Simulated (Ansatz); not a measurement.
Basis-set series for `C=C=C1CC1`. Total charge 0; spin multiplicity 1. Geometry: relaxed with PBE0-D4/def2-TZVP.

```csv
functional,basis,functions,energy (Eh),HOMO (eV),LUMO (eV)
PBE0-D4,def2-TZVPP,239,-193.86977,-7.08,0.24
PBE0-D4,def2-QZVPP,465,-193.88015,-7.09,0.17
ωB97M-V,def2-TZVPP,239,-194.00945,-9.24,2.31
ωB97M-V,def2-QZVPP,465,-194.01903,-9.24,1.95
```

Question: Give the rows for def2-SVP. (An estimate is asked.)

Answer: Computed: 
```
functional     basis  functions  energy (Eh)  HOMO (eV)  LUMO (eV)
   PBE0-D4  def2-SVP        100   -193.66100      -7.05       0.41
   ωB97M-V  def2-SVP        100   -193.78980      -9.20       2.58
```

Positive LUMOs are unbound and depend on the basis.
